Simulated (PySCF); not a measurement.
**Bond length, frequency and bond energy of BP⁺ by level of theory**

State: ⁴Σ⁻ (quartet), unpaired electrons σ ↑, π ↑↑. Set-up: basis B jorge-DZP-DKH, P jorge-DZP-DKH; spin-free X2C with a Gaussian nucleus; PySCF 2.14. De refers to B⁺ + P in their high-spin ground configurations, without counterpoise correction. The functionals are run spin-unrestricted. A positive dipole points towards P; it is taken about the centre of mass and depends on that origin.

| Level | Re (Å) | ωe (cm⁻¹) | De (eV) | μ (D) |
| --- | --- | --- | --- | --- |
| UHF | 1.852 | 727 | 1.70 | -2.53 |
| UHF-MP2 | 1.866 | 766 | 1.99 | n/a |
| UHF-SCS-MP2 | 1.883 | 704 | 1.78 | n/a |
| UHF-CCSD | 1.908 | 633 | 1.66 | n/a |
| UHF-CCSD(T) | 1.913 | 647 | 1.81 | n/a |
| PBE | 1.884 | 732 | 3.14 | -1.52 |
| revPBE | 1.891 | 722 | 2.97 | -1.57 |
| PW91 | 1.882 | 734 | 3.17 | -1.51 |
| r²SCAN | 1.866 | 768 | 3.06 | -1.76 |
| PBE0 | 1.863 | 763 | 2.87 | -1.73 |
| MN15 | 1.863 | 707 | 2.38 | -1.78 |
| CAM-B3LYP | 1.858 | 756 | 2.69 | -1.72 |

The bond length runs from 1.852 Å (UHF) to 1.913 Å (UHF-CCSD(T)). De spans 1.66 eV (UHF-CCSD, coupled cluster) to 3.17 eV (PW91, GGA). Correlation at CCSD(T) changes the Hartree–Fock bond energy by +0.11 eV; the triples alone change it by +0.15 eV.

Correlated steps freeze 6 core orbitals. Correlated levels converge slowly with the basis: in double zeta they bind strong bonds too weakly, by up to about 1 eV, and carry superposition errors of some tenths. For an ion De counts to the pair picked by the measured ionisation energies or electron affinities, which need not be the lowest pair at this level. The CCSD T1 diagnostic is raised, a sign that a single reference may not be enough here. The state was picked by a PBE0 search and need not be the measured ground state.

The whole job (state search and all levels along the bond) took about 1 min on 1 thread of Arm Neoverse V2 (shared host), peak memory 0.46 GiB.
